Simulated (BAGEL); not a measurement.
# NO (nitric oxide): FCI/STO-3G (density fitting with cc-pvqz-jkfit)

What is the energy change on altering one bond length of NO (nitric oxide) at FCI/STO-3G (density fitting with cc-pvqz-jkfit)? 

The calculation is run with BAGEL 1.2.2.

1 further run of the same task is left out (set aside as unsound or not needed). Runs told in other sessions of the task aren't counted.

## (1) The molecule

NO has 2 atoms, charge 0, and is taken as a doublet. As SMILES, `[N]=O`. The shape is that of a PBE0-D4/def2-TZVP optimisation.

Bond lengths: N1–O2 1.140 Å.

## (2) A single-point energy at FCI/STO-3G (density fitting with cc-pvqz-jkfit)

job.json reads:

```json
{ "bagel": [

{
  "title": "molecule",
  "basis": "sto-3g",
  "df_basis": "cc-pvqz-jkfit",
  "angstrom": "true",
  "geometry": [
    { "atom": "N", "xyz": [      -0.483620,       0.177030,      -0.243990 ] },
    { "atom": "O", "xyz": [       0.483620,      -0.177030,       0.243990 ] }
  ]
},

{ "title": "hf", "charge": 1 },

{ "title": "fci", "nstate": 1, "ncore": 2, "nspin": 1 }

]}
```

On the command line:

```bash
$ BAGEL_NUM_THREADS=1 BAGEL job.json > job.out
```

The program printed:

```text
* using 1 threads per process

  ===============================================================
  ===============================================================

  *** Geometry ***

  { "atom" : "N", "xyz" : [     -0.913909,      0.334538,     -0.461074 ] },
  { "atom" : "O", "xyz" : [      0.913909,     -0.334538,      0.461074 ] },

  Number of auxiliary basis functions:      212

  Since a DF basis is specified, we compute 2- and 3-index integrals:
    o Being stored without compression. Storage requirement is 0.000 GB

  Number of basis functions:       10
  Number of electrons      :       15

    * METHOD: MOLECULE                             0.02

  *** RHF ***

  === Nuclear Repulsion ===
    26.0003105964

      * DIIS with orbital gradients will be used.

  === RHF iteration (sto-3g) ===
      0       -127.19626615          0.01892582           0.00
      1       -127.19771366          0.02059573           0.00
      2       -127.20406612          0.00105277           0.00
      3       -127.20413595          0.00012820           0.00
      4       -127.20413705          0.00003299           0.00
      5       -127.20413713          0.00000338           0.00
      6       -127.20413713          0.00000081           0.00
      7       -127.20413713          0.00000001           0.00
    * SCF iteration converged.

    * Permanent dipole moment:
           (    0.174100,    -0.063730,     0.087835) a.u.

    * METHOD: HF                                   0.03

  ---------------------------
        FCI calculation
  ---------------------------

  Performs exactly the same way as Knowles & Handy 1984 CPL

  o alpha-beta strings
      length:            84
  o size of the space
      determinant space:  1568
      spin-adapted space: 1008

  o single displacement lists (alpha)
      length:           504
  o single displacement lists (beta)
      length:          1120

     guess   0:   closed 11111...             open .....1..

  === FCI iteration ===

      0  0      -127.52206662     1.32e-02      0.00
      1  0      -127.63611588     5.45e-03      0.00
      2  0      -127.65130646     1.96e-03      0.00
      3  0      -127.65359416     6.27e-04      0.00
      4  0      -127.65384487     1.82e-04      0.00
      5  0      -127.65386758     6.47e-05      0.00
      6  0      -127.65387027     2.23e-05      0.00
      7  0      -127.65387061     9.61e-06      0.00
      8  0      -127.65387066     3.98e-06      0.00
      9  0      -127.65387066     1.61e-06      0.00
     10  0      -127.65387066     4.48e-07      0.00
     11  0      -127.65387066     1.34e-07      0.00
     12  0      -127.65387066     4.51e-08      0.00
     13  0      -127.65387066     1.16e-08      0.00
     14  0      -127.65387066     2.61e-09      0.00
     15  0      -127.65387066     9.91e-10      0.00
     16  0      -127.65387066     3.48e-10      0.00
     17  0 *    -127.65387066     8.38e-11      0.00

     * ci vector, state   0, <S^2> = 0.7500
       22222a..    -0.9616376084
       222.2a2.    -0.1319707953
       22ab22a.     0.0860957955
       22aa22b.     0.0785319420
       22.222a.     0.0533634886
       22ba2a2.    -0.0533631580
       22ab2a2.    -0.0533625925
       222.22a.    -0.0533622621

    * METHOD: FCI                                  0.01

  ===============================================================
```

Run time: 0.18 s. Hardware: 1 thread of Arm Neoverse V1, shared host.

## (3) The distorted shape, same level

input.json reads:

```json
{ "bagel": [

{
  "title": "molecule",
  "basis": "sto-3g",
  "df_basis": "cc-pvqz-jkfit",
  "angstrom": "true",
  "geometry": [
    { "atom": "N", "xyz": [      -1.257450,       0.460292,      -0.634393 ] },
    { "atom": "O", "xyz": [       0.483620,      -0.177030,       0.243990 ] }
  ]
},

{
  "title": "hf",
  "charge": 1
},

{
  "title": "fci",
  "nstate": 1,
  "ncore": 2,
  "nspin": 1
}

]}
```

On the command line:

```bash
$ BAGEL_NUM_THREADS=1 BAGEL input.json > input.out
```

The program printed:

```text
* using 1 threads per process

  ===============================================================
  ===============================================================

  *** Geometry ***

  { "atom" : "N", "xyz" : [     -2.376236,      0.869826,     -1.198829 ] },
  { "atom" : "O", "xyz" : [      0.913909,     -0.334538,      0.461074 ] },

  Number of auxiliary basis functions:      212

  Since a DF basis is specified, we compute 2- and 3-index integrals:
    o Being stored without compression. Storage requirement is 0.000 GB

  Number of basis functions:       10
  Number of electrons      :       15

    * METHOD: MOLECULE                             0.02

  *** RHF ***

  === Nuclear Repulsion ===
    14.4443020541

      * DIIS with orbital gradients will be used.

  === RHF iteration (sto-3g) ===
      0       -125.34591070          0.20813843           0.00
      1       -121.12967763          0.16557270           0.00
      2       -124.34684155          0.12074015           0.00
[... 24 lines of this table left out ...]
     27       -126.80071382          0.00000000           0.00
    * SCF iteration converged.

    * Permanent dipole moment:
           (    1.116589,    -0.408729,     0.563328) a.u.

    * METHOD: HF                                   0.04

  ---------------------------
        FCI calculation
  ---------------------------

  Performs exactly the same way as Knowles & Handy 1984 CPL

  o alpha-beta strings
      length:            84
  o size of the space
      determinant space:  1568
      spin-adapted space: 1008

  o single displacement lists (alpha)
      length:           504
  o single displacement lists (beta)
      length:          1120

     guess   0:   closed 11.1....             open ..1.1111

  === FCI iteration ===

      0  0      -127.21500874     8.14e-03      0.00
      1  0      -127.34133348     4.94e-03      0.00
      2  0      -127.38005038     3.78e-03      0.00
[... 16 lines of this table left out ...]
     19  0      -127.53377502     1.63e-06      0.00
    ** throwing out 1 trial vectors **
     20  0      -127.53377502     7.96e-07      0.00
    ** throwing out 1 trial vectors **
     21  0      -127.53377502     4.34e-07      0.00
    ** throwing out 1 trial vectors **
     22  0      -127.53377502     2.40e-07      0.00
    ** throwing out 1 trial vectors **
     23  0      -127.53377502     1.34e-07      0.00
    ** throwing out 1 trial vectors **
     24  0      -127.53377502     6.12e-08      0.00
    ** throwing out 1 trial vectors **
     25  0      -127.53377502     3.12e-08      0.00
    ** throwing out 1 trial vectors **
     26  0      -127.53377502     1.55e-08      0.00
    ** throwing out 1 trial vectors **
     27  0      -127.53377502     8.46e-09      0.00
    ** throwing out 1 trial vectors **
     28  0      -127.53377502     3.79e-09      0.00
    ** throwing out 1 trial vectors **
     29  0      -127.53377502     1.78e-09      0.00
    ** throwing out 1 trial vectors **
     30  0      -127.53377502     8.70e-10      0.00
    ** throwing out 1 trial vectors **
     31  0      -127.53377502     5.12e-10      0.00
    ** throwing out 1 trial vectors **
     32  0      -127.53377502     2.66e-10      0.00
    ** throwing out 1 trial vectors **
     33  0      -127.53377502     1.29e-10      0.00
    ** throwing out 1 trial vectors **
     34  0 *    -127.53377502     6.67e-11      0.00

     * ci vector, state   0, <S^2> = 0.7500
       22a2baab     0.5869269029
       22b2baaa    -0.2549773528
       2222baa.     0.2544291768
       22a22.ab    -0.2344829971
       22b2aaba     0.2289412495
       22a2aabb    -0.2170556182
       22b2abaa    -0.2142843191
       22b2aaab     0.1882482157
       22a2abab     0.1816230689
       22a2bbaa    -0.1763625845
       22a2.2ab     0.1659471007
       22a2baba     0.1555869656
       22222.a.    -0.1441691897
       22a2abba     0.1437013343
       22b22.aa     0.1435805957
       2222aab.    -0.1389482449
       22aaba2b    -0.1173334724
       2222aba.     0.1154809318
       22b2.2aa    -0.0980683650
       22a22.ba    -0.0909024014
       2222.2a.     0.0861078990
       22a2.2ba     0.0678787357
       222aba2.    -0.0544623709
       a222baab    -0.0504926656

    * METHOD: FCI                                  0.02

  ===============================================================
```

Run time: 0.22 s. Hardware: 1 thread of Arm Neoverse V1, shared host.

## (4) Results

At FCI/STO-3G (density fitting with cc-pvqz-jkfit), 2 core orbitals frozen:

```
                                                         quantity          value
                                        first shape: total energy  -127.65387 Eh
                                    distorted shape: total energy  -127.53378 Eh
energy change with the N1–O2 bond stretched from 1.140 to 2.052 Å       3.268 eV
```

What this shows: With the N1–O2 bond stretched from 1.140 to 2.052 Å the energy rises by 3.27 eV (75 kcal/mol). The first shape isn't relaxed at this level, so the change isn't measured from a minimum. The minimal basis adds a large error of its own.
